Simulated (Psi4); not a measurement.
# BPH6 (SMILES [BH3-][PH3+]) at PBE0/def2-SVPD

What is the vertical electron affinity of BPH6 at PBE0/def2-SVPD? 

Program for the calculation: Psi4 1.11.

1 further run of the same task is left out (set aside as unsound or not needed).

### 1 The structure to begin with

BPH6 has 8 atoms, charge 0, and is taken as a singlet. SMILES: `[BH3-][PH3+]`. The shape is that of a PBE0-D4/def2-TZVP optimisation.

Bond lengths: B1–P2 1.910 Å, B1–H3 1.209 Å, B1–H4 1.209 Å, B1–H5 1.209 Å, P2–H6 1.408 Å, P2–H7 1.409 Å, P2–H8 1.408 Å. Some angles: B1–P2–H6 118.0°, B1–P2–H7 118.1°, B1–P2–H8 118.0°, P2–B1–H3 103.8°, P2–B1–H4 103.8°, P2–B1–H5 103.8°, H6–P2–H7 99.7°, H6–P2–H8 99.7°, H7–P2–H8 99.7°, H3–B1–H4 114.5°.

### 2 Energy and forces at PBE0/def2-SVPD

bh6p.json reads:

```json
{
 "schema_name": "qcschema_input",
 "schema_version": 1,
 "molecule": {
  "schema_name": "qcschema_molecule",
  "schema_version": 2,
  "symbols": ["B", "P", "H", "H", "H", "H", "H", "H"],
  "geometry": [-1.0508767, 0.42934578, -1.72720968, 0.81995217, -0.34317426, 1.26177013, -3.20006222, 0.64836503, -0.98284656, -0.69504127, -1.37987802, -3.07647413, -0.1048798, 2.37009451, -2.47535225, 0.7914173, 1.42806603, 3.24806126, 3.4451597, -0.71866285, 1.03386916, 0.16856357, -2.54205958, 2.61273534],
  "molecular_charge": 0,
  "molecular_multiplicity": 1,
  "fix_symmetry": "c1"
 },
 "driver": "gradient",
 "model": {
  "method": "pbe0",
  "basis": "def2-SVPD"
 },
 "keywords": {
  "puream": true,
  "e_convergence": 1e-09,
  "d_convergence": 1e-08,
  "scf_type": "pk",
  "dft_radial_points": 99,
  "dft_spherical_points": 590
 }
}
```

Run with:

```sh
$ psi4 --qcschema bh6p.json -n 1 --memory 1600MB
```

stdout:

```text
[...]
  Running in c1 symmetry.
[...]
  Nuclear repulsion =   59.544517167020494
[...]
  Multiplicity = 1
[...]
  Nalpha       = 13
  Nbeta        = 13
[...]
    Number of basis functions: 92
[...]
   @RKS iter   1:  -369.31291018083431   -1.70061e-01   5.19393e-03 ADIIS/DIIS
[...]
   @RKS iter   9:  -369.48457281714803   -4.42242e-11   5.83862e-09 DIIS
[...]
    Orbital Energies [Eh]
    ---------------------
    Doubly Occupied:
       1A    -77.267003     2A     -6.726110     3A     -6.673689
       4A     -4.814136     5A     -4.814136     6A     -4.810664
       7A     -0.722853     8A     -0.518691     9A     -0.452372
      10A     -0.452352    11A     -0.331048    12A     -0.315159
      13A     -0.315150
[...]
  @RKS Final Energy:  -369.48457281714803
   => Energetics <=
    Nuclear Repulsion Energy =             59.5445171670204942
    One-Electron Energy =                -625.9045648008542457
    Two-Electron Energy =                 219.0531903235957429
    DFT Exchange-Correlation Energy =     -22.1777155069099727
    Empirical Dispersion Energy =           0.0000000000000000
    VV10 Nonlocal Energy =                  0.0000000000000000
    Total Energy =                       -369.4845728171480346
[...]
 Multipole Moments:
 ------------------------------------------------------------------------------------
     Multipole            Electronic (a.u.)      Nuclear  (a.u.)        Total (a.u.)
 ------------------------------------------------------------------------------------
 L = 1.  Multiply by 2.5417464519 to convert [e a0] to [Debye]
 Dipole X            :          1.0851904           -0.2562415            0.8289488
 Dipole Y            :         -0.4484690            0.1061634           -0.3423057
 Dipole Z            :          1.7328281           -0.4084037            1.3244243
 Magnitude           :                                                    1.5995090
[...]
  -Total Gradient:
     Atom            X                  Y                   Z
    ------   -----------------  -----------------  -----------------
       1       -0.000136714020     0.000026996718    -0.000219486297
       2        0.000902002280    -0.000335237638     0.001473638666
       3        0.003991192314    -0.000441341933    -0.001162380036
       4       -0.000536966629     0.003239052217     0.002620687108
       5       -0.001589186092    -0.003545685163     0.001529152152
       6        0.000089988728    -0.002587016812    -0.002798530388
       7       -0.003705649835     0.000514092918     0.000413172977
       8        0.000985287317     0.003129229461    -0.001856743476
[...]
```

The result, in JSON:

```text
{
 "driver": "gradient",
 "model": {
  "method": "pbe0",
  "basis": "def2-SVPD"
 },
 "success": true,
 "return_result": [-0.0001367140203244327, 2.6996717797400996e-05, -0.00021948629663254976, 0.0009020022804892766, -0.00033523763837420284, 0.0014736386657887568, 0.003991192314400205, -0.0004413419334416569, -0.0011623800363807987, -0.0005369666294572049, 0.003239052217351532, 0.002620687107510733, -0.0015891860922575968, -0.0035456851634091124, 0.0015291521517410075, 8.99887283168201e-05, -0.0025870168119125625, -0.002798530388202325, -0.003705649835471919, 0.0005140929176975714, 0.000413172977404206, 0.0009852873165601336, 0.003129229461176719, -0.0018567434756478068],
 "properties": {
  "calcinfo_nbasis": 92,
  "calcinfo_nmo": 92,
  "calcinfo_nalpha": 13,
  "calcinfo_nbeta": 13,
  "calcinfo_natom": 8,
  "nuclear_repulsion_energy": 59.544517167020494,
  "return_energy": -369.48457281714803,
  "return_gradient": [-0.0001367140203244327, 2.6996717797400996e-05, -0.00021948629663254976, 0.0009020022804892766, -0.00033523763837420284, 0.0014736386657887568, 0.003991192314400205, -0.0004413419334416569, -0.0011623800363807987, -0.0005369666294572049, 0.003239052217351532, 0.002620687107510733, -0.0015891860922575968, -0.0035456851634091124, 0.0015291521517410075, 8.99887283168201e-05, -0.0025870168119125625, -0.002798530388202325, -0.003705649835471919, 0.0005140929176975714, 0.000413172977404206, 0.0009852873165601336, 0.003129229461176719, -0.0018567434756478068],
  "scf_one_electron_energy": -625.9045648008542,
  "scf_two_electron_energy": 219.05319032359574,
  "scf_xc_energy": -22.177715506909973,
  "scf_dipole_moment": [0.8289488180050306, -0.34230565380006084, 1.324424343644429],
  "scf_total_energy": -369.48457281714803,
  "scf_total_gradient": [-0.0001367140203244327, 2.6996717797400996e-05, -0.00021948629663254976, 0.0009020022804892766, -0.00033523763837420284, 0.0014736386657887568, 0.003991192314400205, -0.0004413419334416569, -0.0011623800363807987, -0.0005369666294572049, 0.003239052217351532, 0.002620687107510733, -0.0015891860922575968, -0.0035456851634091124, 0.0015291521517410075, 8.99887283168201e-05, -0.0025870168119125625, -0.002798530388202325, -0.003705649835471919, 0.0005140929176975714, 0.000413172977404206, 0.0009852873165601336, 0.003129229461176719, -0.0018567434756478068],
  "scf_iterations": 9
 }
}
```

It took 20 s on 1 thread of AMD EPYC 7R43 (Zen 3), shared host; peak memory 0.92 GiB.

### 3 The doublet anion at the same level

bh6p.py reads:

```python
import psi4

psi4.set_memory(1600000000)
psi4.set_num_threads(1)
psi4.core.set_output_file('output.dat', False)

molecule = psi4.geometry("""
-1 2
B     -0.556100     0.227200    -0.914000
P      0.433900    -0.181600     0.667700
H     -1.693400     0.343100    -0.520100
H     -0.367800    -0.730200    -1.628000
H     -0.055500     1.254200    -1.309900
H      0.418800     0.755700     1.718800
H      1.823100    -0.380300     0.547100
H      0.089200    -1.345200     1.382600
symmetry c1
""")

psi4.set_options({
    'reference': 'uks',
    'puream': True,
    'e_convergence': 1e-09,
    'd_convergence': 1e-08,
    'scf_type': 'pk',
    'dft_radial_points': 99,
    'dft_spherical_points': 590,
    'maxiter': 200,
})

e, wfn = psi4.gradient('pbe0/def2-SVPD', return_wfn=True)
psi4.oeprop(wfn, 'DIPOLE', 'MAYER_INDICES', 'QUADRUPOLE', title='PBE0')
print('gradient / Eh bohr^-1')
print(e.np.round(6))
print(f'energy = {wfn.energy():.10f} Eh')
```

Run with:

```sh
$ python bh6p.py
```

output.dat, cut to the lines that bear on the results:

```text
[...]
  Running in c1 symmetry.
[...]
  Nuclear repulsion =   59.544517156228110
[...]
  Multiplicity = 2
[...]
  Nalpha       = 14
  Nbeta        = 13
[...]
    Number of basis functions: 92
[...]
   @UKS iter   1:  -369.04047953390346    1.02370e-01   7.10082e-03 DIIS/ADIIS
[...]
   @UKS iter  15:  -369.43381781913700    2.84217e-13   2.74460e-09 DIIS
[...]
   @S^2 Observed:                7.507486402E-01
[...]
  @UKS Final Energy:  -369.43381781913700
   => Energetics <=
    Nuclear Repulsion Energy =             59.5445171562281104
    One-Electron Energy =                -630.4479300317721027
    Two-Electron Energy =                 223.7487910203559522
    DFT Exchange-Correlation Energy =     -22.2791959639490820
    Empirical Dispersion Energy =           0.0000000000000000
    VV10 Nonlocal Energy =                  0.0000000000000000
    Total Energy =                       -369.4338178191370616
[...]
  -Total Gradient:
     Atom            X                  Y                   Z
    ------   -----------------  -----------------  -----------------
       1       -0.002252734399     0.000902710841    -0.003597261086
       2        0.001831728470    -0.000714273866     0.002979440650
       3        0.004245151118    -0.000848050184     0.001125603406
       4        0.000846535756     0.001917076350     0.003963996272
       5        0.000060016163    -0.003176100660     0.003144381556
       6        0.002454716960    -0.011542087890    -0.008230855551
       7       -0.013355434389     0.001292630841     0.005016309606
       8        0.006169828621     0.012168353161    -0.004402461238
[...]
 Multipole Moments:
 ------------------------------------------------------------------------------------
     Multipole            Electronic (a.u.)      Nuclear  (a.u.)        Total (a.u.)
[...]
```

On the terminal:

```text
gradient / Eh bohr^-1
[[-2.2530e-03  9.0300e-04 -3.5970e-03]
 [ 1.8320e-03 -7.1400e-04  2.9790e-03]
 [ 4.2450e-03 -8.4800e-04  1.1260e-03]
 [ 8.4700e-04  1.9170e-03  3.9640e-03]
 [ 6.0000e-05 -3.1760e-03  3.1440e-03]
 [ 2.4550e-03 -1.1542e-02 -8.2310e-03]
 [-1.3355e-02  1.2930e-03  5.0160e-03]
 [ 6.1700e-03  1.2168e-02 -4.4020e-03]]
energy = -369.4338178191 Eh
```

Run time: 41 s. Hardware: 1 thread of AMD EPYC 7R43 (Zen 3), shared host; peak memory 0.94 GiB.

### 4 Summary of results

At PBE0/def2-SVPD:

| quantity | value |
| --- | --- |
| singlet BPH6: total energy | -369.48457 Eh |
| singlet BPH6: dipole moment | 4.07 D |
| singlet BPH6: HOMO energy | -8.58 eV |
| singlet BPH6: LUMO energy | 0.12 eV |
| singlet BPH6: HOMO–LUMO gap | 8.69 eV |
| singlet BPH6: largest force on an atom | 0.216 eV/Å |
| doublet anion: total energy | -369.43382 Eh |
| doublet anion: HOMO energy (highest over α and β) | 2.60 eV |
| doublet anion: LUMO energy (lowest over α and β) | 4.06 eV |
| doublet anion: ⟨S²⟩ | 0.751 |
| doublet anion: largest force on an atom | 0.740 eV/Å |
| vertical electron affinity (to the doublet anion) | -1.381 eV |

What this shows: The anion lies 1.38 eV (133 kJ/mol) above the neutral: the electron isn't bound at this level, and such a value depends on the basis. The HOMO (doublet anion) lies at positive energy, 2.60 eV; only total energies tell whether the electron is bound.
